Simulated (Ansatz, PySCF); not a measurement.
This triplet lies 1.22 eV below the relaxed singlet at the level composite: frozen-core CCSD(T) with HF/cc-pV5Z and the correlation energy extrapolated as X^-3 from cc-pVQZ and cc-pV5Z, plus full CI minus CCSD(T) in cc-pVDZ // PBE0-D3(BJ)/def2-TZVP (Ansatz, an electronic-structure program).

Cartesian coordinates (Å):
SMILES: [NH2+]
```xyz
3

N      0.0004    -0.1576     0.0000
H      1.0067     0.0815     0.0000
H     -1.0071     0.0761     0.0000
```
Charge +1, spin multiplicity 3.

What highest occupied spin orbital and total energy does PBE-D3(BJ)/def2-TZVP // PBE0-D3(BJ)/def2-TZVP in PySCF give?


- highest occupied spin orbital = -18.93 eV
- total energy = -55.4160 Ha
